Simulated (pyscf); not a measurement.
Elementary routes open to H₃Ge–GeH₃ + HCl in the gas phase (singlet surface):
A. Cl–GeH₂–GeH₃ + H₂ (Ge–H, Cl–H broken; Cl–Ge, H–H formed)
B. Cl–GeH₃ + GeH₄ (Ge–Ge, Cl–H broken; Cl–Ge, Ge–H formed)

Single points on ωB97X-D3(BJ)/def2-SVP structures (PySCF, gas phase).

Task: Rank the routes by free-energy barrier at 600 K, lowest first, for ωB97M-D3(BJ)/def2-TZVP energies (ideal gas, 1 atm, RRHO with modes under 100 cm⁻¹ raised to 100, one conformer, R ln 2 for chiral ones without a mode under 150 cm⁻¹).

Result: A (55.9 kcal/mol), B (61.8 kcal/mol)

Route A is the fastest of these, ahead of the next by 5.9 kcal/mol. The most stable products are those of A (ΔG = -11.8 kcal/mol), so kinetics and thermodynamics agree. At 1200 K A is still the fastest. Only these routes are compared; each barrier is that of the saddle found, and lower ones may exist. Elements up to Kr have no core potential and no relativistic terms here.
